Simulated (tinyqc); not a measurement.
Worked calculation: ROHF in the sto-3g basis, for NH, spin multiplicity 3. One step of it, computed by the program tinyqc.

Problem. Orthogonalisation. S = U s U^T; symmetric (Loewdin) form X = U s^(-1/2) U^T, so that X^T S X = 1.

overlap S, lower triangle:
```
           1N 1s     1N 2s    1N 2px    1N 2py    1N 2pz     2H 1s
1N 1s   1.000000
1N 2s   0.235038  1.000000
1N 2px  0.000000  0.000000  1.000000
1N 2py  0.000000  0.000000  0.000000  1.000000
1N 2pz  0.000000  0.000000  0.000000  0.000000  1.000000
2H 1s   0.017017  0.224700  0.000000  0.000000  0.239436  1.000000
```

Give: eigenvalues of S; X.

Solution.

eigenvalues of S: 0.6326  0.8421  1.0000  1.0000  1.1427  1.3826

X, lower triangle:
```
          1N 1s    1N 2s  1N 2px  1N 2py   1N 2pz   2H 1s
1N 1s    1.0220
1N 2s   -0.1245   1.0433
1N 2px   0.0000   0.0000  1.0000
1N 2py   0.0000   0.0000  0.0000  1.0000
1N 2pz  -0.0028   0.0225  0.0000  0.0000   1.0234
2H 1s    0.0130  -0.1235  0.0000  0.0000  -0.1286  1.0443
```
